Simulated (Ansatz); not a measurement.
A nudged elastic band was laid between two geometries of CH4AlCl (7 atoms, charge 0, multiplicity 1).

Method: Ansatz 0.2.0, RKS PBE/def2-SVP.

```yaml
movable_images: 9
climbing_image: yes
spring: 5.0 eV/Å²
optimiser: quadratic models (default)
start_path: through a guess of the saddle point
force_threshold: 0.5 eV/Å
iteration_limit: 60
end_points: relaxed
```

Image 0:

```xyz
7
Properties=species:S:1:pos:R:3
Al 0.280 -0.092 0.533
H -0.213 -0.426 2.013
C 2.152 0.063 -0.006
H 2.688 -0.898 0.156
H 2.262 0.342 -1.072
H 2.681 0.823 0.609
Cl -1.257 0.187 -0.912
```

Image 10:

```xyz
7
Properties=species:S:1:pos:R:3
Al -1.593 -0.720 0.290
H 1.771 0.016 1.490
C 2.295 0.068 0.516
H 2.705 -0.930 0.268
H 1.589 0.386 -0.275
H 3.122 0.800 0.587
Cl -1.297 0.381 -1.556
```

Task: Which bonds break or form, and what moves?

Result: Bonds broken: Al1–H2, Al1–C3. Bonds formed: H2–C3. CH4AlCl becomes AlCl + CH4.

Task: Give the energies along the band, and the barrier.

Result: The forces met the threshold. The highest image is number 4 of 0 to 10, 3.17 eV above the first end and 2.70 eV above the last; the last end lies 0.46 eV above the first. The threshold of 0.5 eV/Å is loose, so the images may lie well off the minimum-energy path. Neighbouring images differ by up to 1.6 eV, so the band resolves the path poorly. The order of the stationary point at the top wasn't checked. The orbitals stay closed-shell, which can raise the energy where a bond breaks towards radicals; this wasn't checked here.

```tsv
image	path coordinate (Å)	energy (eV)	Al1–H2 (Å)	Al1–C3 (Å)	H2–C3 (Å)
0	0.00	0.00	1.60	1.95	3.15
1	0.62	0.00	1.60	1.95	3.15
2	1.24	0.26	1.59	1.91	2.80
3	1.86	1.52	1.55	1.93	2.27
4	2.48	3.17	1.58	2.19	1.70
5	2.97	1.83	1.74	2.46	1.28
6	3.46	0.69	2.12	2.92	1.12
7	3.95	0.50	2.63	3.42	1.11
8	4.44	0.48	3.02	3.75	1.11
9	4.93	0.47	3.30	3.87	1.11
10	5.41	0.46	3.65	3.97	1.11
```

Task: What is the geometry of the highest image?

Result: 
```xyz
7
Properties=species:S:1:pos:R:3
Al -0.204 -0.062 0.668
H 1.033 0.177 1.618
C 1.929 0.033 0.178
H 2.196 -1.019 -0.083
H 2.009 0.697 -0.712
H 2.691 0.367 0.916
Cl -1.062 -0.192 -1.265
```

The run took 3.9 min on 1 thread of Intel(R) Xeon(R) Processor @ 2.50GHz (Skylake/Cascade Lake), on a shared host, peak memory 0.14 GiB.
